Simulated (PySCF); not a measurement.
Work out the structure from these simulated measurements.

Formula: C5H8O.

| Item | Value |
| --- | --- |
| Rotational structure | rotational constants A, B, C: 5.253, 4.798, 2.740 GHz [GFN2-xTB] |
| Dipole | 1.43 D [CAM-B3LYP/def2-SVPD] |
| Polarisability | 60.2 au [CAM-B3LYP/def2-SVPD] |
| XPS | C1s 289.7, C1s 290.7, C1s 290.7, C1s 291.5, C1s 292.2, O1s 538.7 eV [ΔSCF SCAN, pcX-2 on the ionised atom, pcseg-1 elsewhere, spin-free X2C] |
| 1H NMR | chemical shifts (computed TMS as zero) by class: 6.55 (1 H), 4.83 (1 H), 4.12 (2 H), 2.10 (2 H), 1.70 (2 H) ppm [GIAO PBE0/pcSseg-1] |
| NMR, other nuclei | isotropic shieldings of nuclei other than C and H, by class: 223 (1 O) ppm [GIAO PBE0/pcSseg-1] |
| 13C NMR | chemical shifts (computed TMS as zero) by class: 152.3 (1 C), 104.3 (1 C), 68.1 (1 C), 25.7 (1 C), 24.2 (1 C) ppm [GIAO PBE0/pcSseg-1] |
| UV, strongest line | among the 8 lowest singlet transitions: S2 at 6.62 eV (187 nm, f = 0.125) [TDDFT CAM-B3LYP/def2-SVPD] |
| UV, first state | lowest singlet excitation: 6.08 eV (204 nm, f = 0.023) [TDDFT CAM-B3LYP/def2-SVPD] |

Gas-phase values; electronic properties from PySCF, density fitting. Levels stand in brackets. The structure is a single GFN2-xTB conformer in the gas phase; no vibrational or solvent corrections. Each NMR value is the plain mean over a class of atoms that symmetry, rotation or inversion makes alike.

Problem. Propose a structure and show how it fits.

Solution. Numbering: `[CH:1]1=[CH:2][O:3][CH2:4][CH2:5][CH2:6]1`. Its formula, C5H8O, gives 2 degrees of unsaturation: 1 ring and 1 π bond in the structure found. 5 carbons fall into 5 classes; from least to most shielded: vinylic carbon bearing oxygen [C2] (152.3 ppm), alkene CH carbon [C1] (104.3 ppm), ring sp3 carbon bound to oxygen [C4] (68.1 ppm), ring CH2 carbon [C5] (25.7 ppm), allylic carbon [C6] (24.2 ppm). Hydrogen classes from least to most shielded: 1 H on a vinylic carbon bearing oxygen, C2 (6.55 ppm), 1 H on an alkene CH carbon, C1 (4.83 ppm), 2 H on an sp3 carbon bound to oxygen, C4 (4.12 ppm), 2 H on an allylic carbon, C6 (2.10 ppm), 2 H on a ring CH2 carbon, C5 (1.70 ppm). The other shieldings belong to: 223 ppm, cyclic ether oxygen [O3]. The core levels belong to: C1s 289.7 eV, alkene CH carbon [C1]; C1s 290.7 eV, allylic carbon [C6]; C1s 290.7 eV, ring CH2 carbon [C5]; C1s 291.5 eV, vinylic carbon bearing oxygen [C2]; C1s 292.2 eV, sp3 carbon bound to oxygen [C4]; O1s 538.7 eV, cyclic ether oxygen [O3]. The optimised geometry has point group C1 and is an asymmetric top. Structure: `C1=COCCC1` (3,4-dihydro-2H-pyran). Computed isomers that give other values at the same levels: `C[C@@H]1CCC1=O` (13C chemical shifts (computed TMS as zero) by class: 218.5 (1 C), 57.2 (1 C), 45.2 (1 C), 19.5 (1 C), 17.7 (1 C) ppm); `O=C1CCCC1` (13C chemical shifts (computed TMS as zero) by class: 222.6 (1 C), 40.6 (2 C), 26.6 (2 C) ppm); `C=C(C)C(C)=O` (13C chemical shifts (computed TMS as zero) by class: 200.5 (1 C), 146.7 (1 C), 134.5 (1 C), 30.4 (1 C), 22.8 (1 C) ppm). The assignments are read from this structure; whether some other isomer fits the data as well wasn't checked.
